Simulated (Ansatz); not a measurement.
For rock-salt PbSe, r²SCAN-D4 (Ansatz, a first-principles code, plane waves, PAW) gives:

```
Property                     Value
------------------  --------------
lattice constant a         6.153 Å
formation enthalpy  -0.677 eV/atom
```

Problem. What does HSE06 (plane waves, PAW; Ansatz) give for the same quantities?

Solution. 
- lattice constant a: 6.171 Å (grows by 0.3 %)
- formation enthalpy: -0.608 eV/atom (moves by +0.069 eV/atom)

For comparison: lattice constant a 6.105 Å (measured, 120 K, not corrected to a static lattice; as tabulated in Noda, Masumoto, Ohba, Saito, Toriumi, Iwata, Shibuya, Acta Cryst. C 43, 1443 …); formation enthalpy -0.518 ± 0.01 eV/atom (measured, 298 K, copied from a table, unchecked, not corrected to a static lattice, our sources range from -0.533 to -0.518; as tabulated in Wang et al. (2021), doi:10.1038/s41598-021-94550-5).

Changes are worked out from the printed values.

Unless a cell is named, each level is at its own relaxed cell (r²SCAN-D4 29.11, HSE06 29.38 Å³/atom).

Levels without +SOC leave out spin–orbit coupling, which shifts energies and cells of such heavy elements.

Caveats: exact exchange on metals is sensitive to the k mesh and can open a false gap (HSE06). Ansatz's density-functional and Hartree–Fock values are scalar-relativistic unless marked +SOC, with PAW data made under PBE.
